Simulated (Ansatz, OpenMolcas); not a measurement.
**Ansatz → OpenMolcas**

Ansatz 0.2.0 runs this on BOF (fluoro(oxo)borane):

in.yaml:
```yaml
crystal:
  periodic: [false, false, false]
  atoms:
    - {symbol: O, position_ang: [0.983100, -0.565100, 0.479900]}
    - {symbol: B, position_ang: [0.020300, -0.011600, 0.009900]}
    - {symbol: F, position_ang: [-1.003400, 0.576800, -0.489800]}
basis:
  gaussian: {orbitals: cc-pVTZ}
magnetization: {spin_polarized: false}
correlation: {method: mp2, frozen_orbitals: {B: 1, F: 1, O: 1}}
accuracy: high
```

```bash
$ ansatz run in.yaml --threads 1 --pin off --max-ram 3480MiB --events-out events.jsonl --progress --plain --runs-dir runs
```

The coordinates come from a PBE0-D4/def2-TZVP relaxation.

It gives a total energy of -199.726109 Eh.

**Question.** Translate the job to OpenMolcas 26.06 as an input file of the program's own.

**Answer.** This input was run:

calc.input:
```
&GATEWAY
  BasLib=$CurrDir
  Coord
  3
  angstrom
  O        0.983100      -0.565100       0.479900
  B        0.020300      -0.011600       0.009900
  F       -1.003400       0.576800      -0.489800
  Basis=cc-pVTZ
  Group=NoSym

&SEWARD

&SCF
  Thresholds=1e-10 1e-07 1e-07 1e-05
  PrOrbitals=1 2

&MBPT2
  Frozen=3
```

```bash
$ export MOLCAS_MEM=1860
$ pymolcas calc.input > calc.log
```

(Basis files named in the input come from the Basis Set Exchange and aren't shown.)

Its energy is -199.726109 Eh, the same as the first but for the last digit, at most.
